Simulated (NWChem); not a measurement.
# OF (Oxygen monofluoride): UHF/STO-3G

What is the vertical electron affinity of OF (Oxygen monofluoride) at UHF/STO-3G? Input form: an ASE script.

The results are computed with NWChem 7.3.0.

4 further runs of the same task are left out: 4 set aside as unsound or not needed. Runs told in other sessions of the task aren't counted.

**1. The system as given**

The species is OF (2 atoms), meant as a doublet with charge 0. As SMILES, `[O]F`. The shape is that of a PBE0-D4/def2-TZVP optimisation.

Bond lengths: O1–F2 1.330 Å.

**2. Energy and forces at UHF/STO-3G**

Input file run.py:

```python
from ase import Atoms
from ase.calculators.nwchem import NWChem

system = Atoms('OF', positions=[
    [0.000000, 0.000000, -0.015950],
    [-0.000000, -0.000000, 1.314400],
])

calc = NWChem(
    label='fo',
    theory='scf',
    memory='2200 mb',
    basis='STO-3G',
    basispar='spherical bse',
    scf={'nopen': '1', 'uhf': None, 'thresh': '1e-08', 'maxiter': '80'},
)
system.calc = calc

forces = system.get_forces()
print("Total energy (eV):", round(system.get_potential_energy(), 6))
print("forces (eV/A):")
for s, f in zip(system.symbols, forces):
    print(f"{s:2s} {f[0]:10.5f} {f[1]:10.5f} {f[2]:10.5f}")
```

Command:

```sh
$ export ASE_NWCHEM_COMMAND="nwchem PREFIX.nwi > PREFIX.nwo"
$ python run.py
```

What it wrote:

```text
Total energy (eV): -4674.984649
forces (eV/A):
O     0.00000   -0.00000   -0.44773
F    -0.00000    0.00000    0.44773
```

The calculator wrote fo.nwi:

```
title "fo"

permanent_dir fo

scratch_dir fo

start fo

geometry units angstrom nocenter noautosym noautoz
  O  0.0000000000000000e+00 0.0000000000000000e+00 -1.5949999999999999e-02
  F  -0.0000000000000000e+00 -0.0000000000000000e+00 1.3144000000000000e+00
end

memory 2200 mb

basis spherical bse noprint
   * library STO-3G
end

scf
  nopen 1
  uhf
  thresh 1e-08
  maxiter 80
end

task scf gradient
```

fo.nwo, cut to the lines that bear on the results:

```text
[...]
      One electron energy =   -297.753385149626
[... 1 line left out ...]
 Nuclear repulsion energy =     28.639652668830
[... 22 lines left out ...]
          Final beta eigenvalues
[... 75 lines left out ...]
                     UHF Final Beta Molecular Orbital Analysis
[...]
  wavefunction    =   UHF
                         UHF ENERGY GRADIENTS
    atom               coordinates                        gradient
                 x          y          z           x          y          z
   1 O       0.000000   0.000000  -0.030141   -0.000000   0.000000   0.008707
   2 F       0.000000   0.000000   2.483856    0.000000  -0.000000  -0.008707
[...]
```

Run time: 0.97 s. Hardware: 1 thread of Intel Xeon 6975P-C (Granite Rapids), shared host; peak memory 0.1 GiB.

**3. The singlet anion: a single-point energy at HF/STO-3G**

Input file input.xyz:

```xyz
2
Oxygen monofluoride
O      0.000000     0.000000    -0.015950
F      0.000000     0.000000     1.314400
```

Input file run.py:

```python
from ase.io import read
from ase.calculators.nwchem import NWChem

atoms = read('input.xyz')

calc = NWChem(
    label='input',
    theory='scf',
    memory='2200 mb',
    basis='STO-3G',
    basispar='spherical bse',
    charge=-1,
    scf={'nopen': '0', 'rhf': None, 'thresh': '1e-08', 'maxiter': '80'},
    task='energy',
)
atoms.calc = calc

print(f"energy = {atoms.get_potential_energy():.6f} eV")
print("dipole (e A):", atoms.get_dipole_moment().round(4))
```

Command:

```sh
$ export ASE_NWCHEM_COMMAND="nwchem PREFIX.nwi > PREFIX.nwo"
$ python run.py
```

What it wrote:

```text
energy = -4668.021306 eV
dipole (e A): [ 0.      0.     -0.3771]
```

The calculator wrote input.nwi:

```
title "input"

permanent_dir input

scratch_dir input

start input

geometry units angstrom nocenter noautosym noautoz
  O  0.0000000000000000e+00 0.0000000000000000e+00 -1.5949999999999999e-02
  F  0.0000000000000000e+00 0.0000000000000000e+00 1.3144000000000000e+00
end

charge -1

memory 2200 mb

basis spherical bse noprint
   * library STO-3G
end

scf
  nopen 0
  rhf
  thresh 1e-08
  maxiter 80
end

task scf energy
```

input.nwo, cut to the lines that bear on the results:

```text
[...]
         Total SCF energy =   -171.546620282697
      One-electron energy =   -307.979426477735
      Two-electron energy =    107.793153526207
 Nuclear repulsion energy =     28.639652668830
[... 3 lines left out ...]
             Final eigenvalues
[... 14 lines left out ...]
                       ROHF Final Molecular Orbital Analysis
[...]
```

Wall time 0.97 s (1 thread of Intel Xeon 6975P-C (Granite Rapids), shared host); peak memory 0.1 GiB.

**4. Outcome**

Level: UHF/STO-3G.

```
                                                            quantity          value
                                            doublet OF: total energy  -171.80252 Eh
                                           doublet OF: dipole moment         0.01 D
                      doublet OF: HOMO energy (highest over α and β)      -10.30 eV
                       doublet OF: LUMO energy (lowest over α and β)        8.25 eV
                                                    doublet OF: ⟨S²⟩          0.764
                                doublet OF: largest force on an atom     0.448 eV/Å
                                         singlet anion: total energy  -171.54662 Eh
                                          singlet anion: HOMO energy        6.04 eV
                                          singlet anion: LUMO energy       30.83 eV
singlet anion: HOMO–LUMO gap (to an unbound level, set by the basis)       24.80 eV
                   vertical electron affinity (to the singlet anion)      -6.963 eV
```

The anion lies 6.96 eV (161 kcal/mol) above the neutral: the electron isn't bound at this level, and such a value depends on the basis. Without diffuse functions anions come out too high. Hartree–Fock misses the correlation that binds many anions. The largest force (doublet OF) is 0.45 eV/Å: the shape isn't a stationary point for this species at this level. In a minimal basis such a difference can be off by several eV, whatever the method. The HOMO (singlet anion) lies at positive energy, 6.04 eV: the electron is unbound at this level or held by a compact basis; values depend on the basis.
